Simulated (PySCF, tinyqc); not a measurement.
CIS on RHF in the sto-3g basis, for LiH, spin multiplicity 1, step by step. The lowest restricted solution is unstable here: a spin-polarised one lies 0.0038 hartree lower (PySCF). Computed by tinyqc, a small Python program that keeps every step (integrals from PySCF). Settings: charge = 0, multiplicity = 1, basis = sto-3g, method = RHF, energy threshold = 1e-10, iteration cap = 59, orthogonalisation = symmetric, start = atomic densities, DIIS depth = 6. Command: `OMP_NUM_THREADS=1 python tinyqc.py 30529 30530 out.jsonl` (the two numbers bound the seeds that draw the settings). One thread of a shared host (Intel(R) Xeon(R) Processor @ 2.60GHz), about 0.07 s of CPU time with the checks. The early iterations of the SCF are left out here.

## One-electron integrals

Geometry (angstrom):
```
atom,x,y,z
Li,0.0000,0.0000,0.0000
H,0.0000,0.0000,2.1760
```

Basis sto-3g: exponents (1/bohr^2) and contraction coefficients of normalised primitives:
```
element,l (shell),exponent,coefficient
Li,s (1),16.1196,0.1543
Li,s (1),2.9362,0.5353
Li,s (1),0.7947,0.4446
Li,s (2),0.6363,-0.1000
Li,s (2),0.1479,0.3995
Li,s (2),0.0481,0.7001
Li,p (3),0.6363,0.1559
Li,p (3),0.1479,0.6077
Li,p (3),0.0481,0.3920
H,s (1),3.4253,0.1543
H,s (1),0.6239,0.5353
H,s (1),0.1689,0.4446
```

Overlap, kinetic and nuclear-attraction integrals over the contracted functions; the nuclear repulsion is the sum of Za Zb / Rab.

nuclear repulsion = 0.729564 hartree

overlap S, lower triangle:
```
,1Li 1s,1Li 2s,1Li 2px,1Li 2py,1Li 2pz,2H 1s
1Li 1s,1.0000
1Li 2s,0.2411,1.0000
1Li 2px,0.0000,0.0000,1.0000
1Li 2py,0.0000,0.0000,0.0000,1.0000
1Li 2pz,0.0000,0.0000,0.0000,0.0000,1.0000
2H 1s,0.0184,0.2601,0.0000,0.0000,0.3768,1.0000
```

kinetic energy T (hartree), lower triangle:
```
,1Li 1s,1Li 2s,1Li 2px,1Li 2py,1Li 2pz,2H 1s
1Li 1s,3.5768
1Li 2s,-0.0202,0.1022
1Li 2px,0.0000,0.0000,0.3197
1Li 2py,0.0000,0.0000,0.0000,0.3197
1Li 2pz,0.0000,0.0000,0.0000,0.0000,0.3197
2H 1s,-0.0072,0.0126,0.0000,0.0000,0.0532,0.7600
```

nuclear attraction V (hartree), lower triangle:
```
,1Li 1s,1Li 2s,1Li 2px,1Li 2py,1Li 2pz,2H 1s
1Li 1s,-8.2261
1Li 2s,-1.0230,-1.4405
1Li 2px,0.0000,0.0000,-1.4083
1Li 2py,0.0000,0.0000,0.0000,-1.4083
1Li 2pz,-0.0087,-0.0891,0.0000,0.0000,-1.4759
2H 1s,-0.0746,-0.4097,0.0000,0.0000,-0.5999,-1.9561
```

core Hamiltonian H = T + V (hartree), lower triangle:
```
,1Li 1s,1Li 2s,1Li 2px,1Li 2py,1Li 2pz,2H 1s
1Li 1s,-4.6493
1Li 2s,-1.0432,-1.3383
1Li 2px,0.0000,0.0000,-1.0886
1Li 2py,0.0000,0.0000,0.0000,-1.0886
1Li 2pz,-0.0087,-0.0891,0.0000,0.0000,-1.1562
2H 1s,-0.0818,-0.3971,0.0000,0.0000,-0.5467,-1.1960
```

## Two-electron integrals

Functions are numbered as in S; the eight-fold symmetry (ij|kl) = (ji|kl) = (kl|ij) leaves the list below.

Two-electron integrals (ij|kl) in chemists' order, unique and non-zero (hartree):
```
i,j,k,l,(ij|kl)
1,1,1,1,1.6804
2,1,1,1,0.2654
2,1,2,1,0.0499
2,2,1,1,0.3977
2,2,2,1,0.0929
2,2,2,2,0.2906
3,1,3,1,0.0090
3,2,3,1,0.0138
3,2,3,2,0.0642
3,3,1,1,0.3966
3,3,2,1,0.0929
3,3,2,2,0.2905
3,3,3,3,0.3129
4,1,4,1,0.0090
4,2,4,1,0.0138
4,2,4,2,0.0642
4,3,4,3,0.0169
4,4,1,1,0.3966
4,4,2,1,0.0929
4,4,2,2,0.2905
4,4,3,3,0.2792
4,4,4,4,0.3129
5,1,5,1,0.0090
5,2,5,1,0.0138
5,2,5,2,0.0642
5,3,5,3,0.0169
5,4,5,4,0.0169
5,5,1,1,0.3966
5,5,2,1,0.0929
5,5,2,2,0.2905
5,5,3,3,0.2792
5,5,4,4,0.2792
5,5,5,5,0.3129
6,1,1,1,0.0192
6,1,2,1,0.0037
6,1,2,2,0.0070
6,1,3,3,0.0069
6,1,4,4,0.0069
6,1,5,1,4.81e-04
6,1,5,2,0.0009
6,1,5,5,0.0072
6,1,6,1,2.98e-04
6,2,1,1,0.0787
6,2,2,1,0.0188
6,2,2,2,0.0668
6,2,3,3,0.0629
6,2,4,4,0.0629
6,2,5,1,0.0029
6,2,5,2,0.0211
6,2,5,5,0.0745
6,2,6,1,0.0017
6,2,6,2,0.0307
6,3,3,1,0.0011
6,3,3,2,0.0060
6,3,5,3,0.0028
6,3,6,3,0.0016
6,4,4,1,0.0011
6,4,4,2,0.0060
6,4,5,4,0.0028
6,4,6,4,0.0016
6,5,1,1,0.1083
6,5,2,1,0.0260
6,5,2,2,0.0948
6,5,3,3,0.0883
6,5,4,4,0.0883
6,5,5,1,0.0044
6,5,5,2,0.0326
6,5,5,5,0.1078
6,5,6,1,0.0024
6,5,6,2,0.0467
6,5,6,5,0.0714
6,6,1,1,0.2431
6,6,2,1,0.0586
6,6,2,2,0.2299
6,6,3,3,0.2107
6,6,4,4,0.2107
6,6,5,1,0.0086
6,6,5,2,0.0830
6,6,5,5,0.2682
6,6,6,1,0.0053
6,6,6,2,0.1395
6,6,6,5,0.2176
6,6,6,6,0.7746
```

## Orthogonalisation

S = U s U^T; symmetric (Loewdin) form X = U s^(-1/2) U^T, so that X^T S X = 1.

eigenvalues of S: 0.5237  0.8056  1.0000  1.0000  1.1827  1.4880

X, lower triangle:
```
,1Li 1s,1Li 2s,1Li 2px,1Li 2py,1Li 2pz,2H 1s
1Li 1s,1.0234
1Li 2s,-0.1295,1.0547
1Li 2px,0.0000,0.0000,1.0000
1Li 2py,0.0000,0.0000,0.0000,1.0000
1Li 2pz,-0.0061,0.0449,0.0000,0.0000,1.0632
2H 1s,0.0181,-0.1546,0.0000,0.0000,-0.2183,1.0939
```

## Starting guess

The start is atomic minimal-basis densities projected into this basis (PySCF's MINAO start) and scaled to the electron count of each spin; this density is not idempotent, so its energy is not variational and may lie below the converged one.

D at the start, lower triangle:
```
,1Li 1s,1Li 2s,1Li 2px,1Li 2py,1Li 2pz,2H 1s
1Li 1s,2.0750
1Li 2s,-0.2234,1.0158
1Li 2px,0.0000,0.0000,0.0000
1Li 2py,0.0000,0.0000,0.0000,0.0000
1Li 2pz,0.0056,-0.0069,0.0000,0.0000,0.0032
2H 1s,-0.0218,0.0963,0.0000,0.0000,0.0527,0.9247
```

## Iteration 8 (converged): orbitals

converged F (hartree), lower triangle:
```
,1Li 1s,1Li 2s,1Li 2px,1Li 2py,1Li 2pz,2H 1s
1Li 1s,-2.3646
1Li 2s,-0.6428,-0.2089
1Li 2px,0.0000,0.0000,0.1603
1Li 2py,0.0000,0.0000,0.0000,0.1603
1Li 2pz,0.0140,-0.0624,0.0000,0.0000,0.0577
2H 1s,-0.0508,-0.1952,0.0000,0.0000,-0.1916,-0.0782
```

Diagonalise F' = X^T F X, C = X C', fill 2 alpha and 2 beta electrons from the bottom; D = 2 C_occ C_occ^T. Each column has its largest component positive (the first on a tie).

F' = X^T F X (hartree), lower triangle:
```
,1,2,3,4,5,6
1,-2.3110
2,-0.3609,-0.0399
3,0.0000,0.0000,0.1603
4,0.0000,0.0000,0.0000,0.1603
5,0.0114,0.0024,0.0000,0.0000,0.1479
6,0.0221,-0.1961,0.0000,0.0000,-0.2306,0.0582
```

orbital energies (hartree): MO1 -2.3671, MO2 -0.2350, MO3 0.0706, MO4 0.1603, MO5 0.1603, MO6 0.3867

coefficients C:
```
,MO1,MO2,MO3,MO4,MO5,MO6
1Li 1s,0.9915,-0.1490,-0.2155,0.0000,0.0000,0.1134
1Li 2s,0.0333,0.5017,0.7993,0.0000,0.0000,-0.5134
1Li 2px,0.0000,0.0000,0.0000,0.9906,0.1370,0.0000
1Li 2py,0.0000,0.0000,0.0000,-0.1370,0.9906,0.0000
1Li 2pz,-0.0044,0.3246,-0.5892,0.0000,0.0000,-0.8530
2H 1s,-0.0016,0.5981,-0.2077,0.0000,0.0000,0.9315
```

D after iteration 8, lower triangle:
```
,1Li 1s,1Li 2s,1Li 2px,1Li 2py,1Li 2pz,2H 1s
1Li 1s,2.0105
1Li 2s,-0.0835,0.5055
1Li 2px,0.0000,0.0000,0.0000
1Li 2py,0.0000,0.0000,0.0000,0.0000
1Li 2pz,-0.1055,0.3254,0.0000,0.0000,0.2108
2H 1s,-0.1814,0.6000,0.0000,0.0000,0.3883,0.7154
```

Within a degenerate level the vectors are fixed only up to a rotation; this is one choice.

## Convergence

Stop when the energy changes by less than 1e-10 hartree and every element of the error matrix X^T (F D S - S D F) X is below 3e-06.

Course of the cycle:
```
iteration,E (hartree),change,largest element of the error matrix
1,-7.629166,-,1.01e-01
2,-7.799209,-1.70e-01,7.92e-02
3,-7.808428,-9.22e-03,3.44e-02
4,-7.810641,-2.21e-03,6.06e-03
5,-7.810861,-2.21e-04,9.62e-04
6,-7.810866,-4.60e-06,7.56e-05
7,-7.810866,-2.29e-08,7.83e-07
8,-7.810866,-1.82e-12,1.17e-07
```

PySCF RHF in the same basis = -7.810866 hartree

Converged in 8 iterations.

## Populations, bond orders and dipole

Mulliken: Z minus the diagonal of D S on the atom; Loewdin: the same with S^(1/2) D S^(1/2); Mayer order: 2 sum_s sum (D(s) S)_ij (D(s) S)_ji over the two atoms.

Charges (e):
```
atom,Mulliken,Loewdin
1Li,0.0144,0.0121
2H,-0.0144,-0.0121
```

Mayer bond orders:
```
pair,order
2-1,0.9998
```

dipole moment about the origin, x y z (debye): 0.0000  0.0000  -5.0797

## Integrals over molecular orbitals

(pq|rs) = sum C_ip C_jq C_kr C_ls (ij|kl), one index at a time.

one-electron integrals over orbitals h = C^T H C (hartree), lower triangle:
```
,1,2,3,4,5,6
1,-4.6404
2,0.0956,-1.2979
3,0.1614,0.0130,-1.0920
4,0.0000,0.0000,0.0000,-1.0886
5,0.0000,0.0000,0.0000,0.0000,-1.0886
6,-0.0523,0.0453,0.0195,0.0000,0.0000,-1.0152
```

Two-electron integrals over orbitals (pq|rs), unique and non-zero (hartree):
```
p,q,r,s,(pq|rs)
1,1,1,1,1.6593
2,1,1,1,-0.0982
2,1,2,1,0.0101
2,2,1,1,0.3120
2,2,2,1,0.0026
2,2,2,2,0.4489
3,1,1,1,-0.1419
3,1,2,1,0.0106
3,1,2,2,-0.0110
3,1,3,1,0.0220
3,2,1,1,0.0290
3,2,2,1,-0.0025
3,2,2,2,-0.0604
3,2,3,1,-2.43e-04
3,2,3,2,0.0223
3,3,1,1,0.3906
3,3,2,1,-0.0088
3,3,2,2,0.2128
3,3,3,1,0.0009
3,3,3,2,0.0149
3,3,3,3,0.3276
4,1,4,1,0.0098
4,2,4,1,0.0073
4,2,4,2,0.0211
4,3,4,1,0.0104
4,3,4,2,0.0204
4,3,4,3,0.0414
4,4,1,1,0.3963
4,4,2,1,-0.0036
4,4,2,2,0.2436
4,4,3,1,-0.0051
4,4,3,2,0.0143
4,4,3,3,0.2794
4,4,4,4,0.3129
5,1,5,1,0.0098
5,2,5,1,0.0073
5,2,5,2,0.0211
5,3,5,1,0.0104
5,3,5,2,0.0204
5,3,5,3,0.0414
5,4,5,4,0.0169
5,5,1,1,0.3963
5,5,2,1,-0.0036
5,5,2,2,0.2436
5,5,3,1,-0.0051
5,5,3,2,0.0143
5,5,3,3,0.2794
5,5,4,4,0.2792
5,5,5,5,0.3129
6,1,1,1,0.0685
6,1,2,1,-0.0091
6,1,2,2,-0.0074
6,1,3,1,-0.0045
6,1,3,2,0.0028
6,1,3,3,0.0117
6,1,4,4,0.0016
6,1,5,5,0.0016
6,1,6,1,0.0108
6,2,1,1,-0.0808
6,2,2,1,0.0014
6,2,2,2,0.1073
6,2,3,1,0.0042
6,2,3,2,-0.0454
6,2,3,3,-0.0185
6,2,4,4,-0.0378
6,2,5,5,-0.0378
6,2,6,1,0.0010
6,2,6,2,0.1310
6,3,1,1,0.0240
6,3,2,1,-0.0022
6,3,2,2,-0.0587
6,3,3,1,0.0040
6,3,3,2,0.0183
6,3,3,3,0.0368
6,3,4,4,0.0085
6,3,5,5,0.0085
6,3,6,1,0.0045
6,3,6,2,-0.0400
6,3,6,3,0.0319
6,4,4,1,-0.0058
6,4,4,2,-0.0183
6,4,4,3,-0.0118
6,4,6,4,0.0191
6,5,5,1,-0.0058
6,5,5,2,-0.0183
6,5,5,3,-0.0118
6,5,6,5,0.0191
6,6,1,1,0.3514
6,6,2,1,0.0007
6,6,2,2,0.4204
6,6,3,1,-0.0106
6,6,3,2,-0.0495
6,6,3,3,0.2387
6,6,4,4,0.2578
6,6,5,5,0.2578
6,6,6,1,-0.0052
6,6,6,2,0.0960
6,6,6,3,-0.0467
6,6,6,6,0.4157
```

## CIS matrix, singlets

A(ia,jb) = (e_a - e_i) d_ij d_ab + 2 (ia|jb) - (ij|ab).

CIS matrix A, singlet (hartree), lower triangle:
```
,1>3,1>4,1>5,1>6,2>3,2>4,2>5,2>6
1>3,2.0911
1>4,0.0000,2.1507
1>5,0.0000,0.0000,2.1507
1>6,-0.0329,0.0000,0.0000,2.4239
2>3,0.0083,0.0000,0.0000,0.0078,0.1374
2>4,0.0000,0.0181,0.0000,0.0000,0.0000,0.1940
2>5,0.0000,0.0000,0.0181,0.0000,0.0000,0.0000,0.1940
2>6,0.0107,0.0000,0.0000,0.0013,-0.0321,0.0000,0.0000,0.4633
```

## CIS singlet states

dipole integrals <i|r|a> (bohr):
```
,x,y,z
1>3,0.0000,0.0000,-0.1330
1>4,0.2037,-0.0282,0.0000
1>5,0.0282,0.2037,0.0000
1>6,0.0000,0.0000,-0.1442
2>3,0.0000,0.0000,-0.8111
2>4,0.9869,-0.1365,0.0000
2>5,0.1365,0.9869,0.0000
2>6,0.0000,0.0000,1.1041
```

Diagonalise A (1 hartree = 27.211386 eV); each vector has its largest component positive (the first on a tie). The transition dipole is mu = sqrt2 sum c_ia <i|r|a>.

singlet excitation energies (eV): 3.6523  5.2754  5.2754  12.6906  56.8166  58.5272  58.5272  66.0452

lowest vectors:
```
,state 1,state 2,state 3,state 4,state 5,state 6
1>3,-0.0048,0.0000,0.0000,-0.0061,0.9952,0.0000
1>4,0.0000,-0.0019,-0.0091,0.0000,0.0000,-0.1871
1>5,0.0000,-0.0091,0.0019,0.0000,0.0000,0.9823
1>6,-0.0035,0.0000,0.0000,-0.0004,0.0973,0.0000
2>3,0.9952,0.0000,0.0000,-0.0974,0.0045,0.0000
2>4,0.0000,0.2002,0.9797,0.0000,0.0000,-0.0017
2>5,0.0000,0.9797,-0.2002,0.0000,0.0000,0.0091
2>6,0.0974,0.0000,0.0000,0.9952,0.0065,0.0000
```

oscillator strengths 2/3 w |mu|^2: 0.0873  0.2556  0.2556  0.8639  0.0568  0.1324

Within a degenerate level the vectors are fixed only up to a rotation; this is one choice.

## CIS matrix, triplets

A(ia,jb) = (e_a - e_i) d_ij d_ab - (ij|ab).

CIS matrix A, triplet (hartree), lower triangle:
```
,1>3,1>4,1>5,1>6,2>3,2>4,2>5,2>6
1>3,2.0470
1>4,0.0000,2.1311
1>5,0.0000,0.0000,2.1311
1>6,-0.0240,0.0000,0.0000,2.4023
2>3,0.0088,0.0000,0.0000,0.0022,0.0928
2>4,0.0000,0.0036,0.0000,0.0000,0.0000,0.1518
2>5,0.0000,0.0000,0.0036,0.0000,0.0000,0.0000,0.1518
2>6,0.0022,0.0000,0.0000,-0.0007,0.0587,0.0000,0.0000,0.2013
```

## CIS triplet states

Diagonalise A (1 hartree = 27.211386 eV); each vector has its largest component positive (the first on a tie).

triplet excitation energies (eV): 1.8264  4.1295  4.1295  6.1758  55.6594  57.9891  57.9891  65.4147

lowest vectors:
```
,state 1,state 2,state 3,state 4,state 5,state 6
1>3,-0.0036,0.0000,0.0000,-0.0030,0.9977,0.0000
1>4,0.0000,0.0011,-0.0014,0.0000,0.0000,-0.6712
1>5,0.0000,-0.0014,-0.0011,0.0000,0.0000,0.7413
1>6,-0.0010,0.0000,0.0000,-0.0001,0.0670,0.0000
2>3,0.9163,0.0000,0.0000,0.4004,0.0046,0.0000
2>4,0.0000,-0.6097,0.7927,0.0000,0.0000,-0.0012
2>5,0.0000,0.7927,0.6097,0.0000,0.0000,0.0013
2>6,-0.4004,0.0000,0.0000,0.9163,0.0013,0.0000
```

Within a degenerate level the vectors are fixed only up to a rotation; this is one choice.
